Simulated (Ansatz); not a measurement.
**Diamond-structure Ge**

These are HSE06 (PAW; Ansatz, a first-principles code) values and carry that method's errors.

Numerical settings: plane-wave cutoff 520 eV, 8×8×8 k mesh, finite displacements, scalar-relativistic PAW data made under PBE.

Cell: measured lattice: a = 5.658 Å, b = 5.658 Å, c = 5.658 Å, α = 90.00°, β = 90.00°, γ = 90.00°.

| Property | Result |
|---|---|
| TO(Γ) frequency | 307 cm⁻¹ |

Measured, for comparison: zone-centre TO phonon frequency 304 cm⁻¹ (low temperature, zero-point motion not removed; as tabulated in Tanner et al. (2021), arXiv:2110.11888). Computed (rounded) less measured: zone-centre TO phonon frequency +1.0 %.

Note: the cell isn't this level's own, so it is under some stress, which shifts stiffness and frequencies.

The result took around 60 core-minutes (rough).
